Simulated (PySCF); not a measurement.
From results back to the method.

Species: diiminomethane, CH2N2.
Numbering: `[NH:1]=[C:2]=[NH:3]` (hydrogens: H4 on N1; H5 on N3)

Structure used (PBE0-D3(BJ)/def2-SVP), in Å, numbered top down from 1:
```xyz
5
CH2N2 angstrom
N     -1.1760   -0.2654    0.1523
C      0.0000    0.0000    0.0258
N      1.1760    0.2654   -0.1007
H     -1.9629   -0.2260   -0.4722
H      1.9629    0.2260    0.5238
```

The closed-shell ground state was solved 3 times with PySCF (density fitting, gas phase), always with PBE0, in these basis sets: aug-cc-pVDZ, def2-SVP and def2-TZVP.

```tsv
row	total energy (Eh)	HOMO (eV)	LUMO (eV)
P	-148.6623	-7.35	-0.05
Q	-148.4914	-7.09	0.32
R	-148.6252	-7.40	-0.24
```

Task: Which basis belongs to which row?

Result: P = def2-TZVP, Q = def2-SVP, R = aug-cc-pVDZ. From the lowest total energy up: def2-TZVP (105 functions) 0 eV; aug-cc-pVDZ (87 functions) +1.01 eV; def2-SVP (52 functions) +4.65 eV.
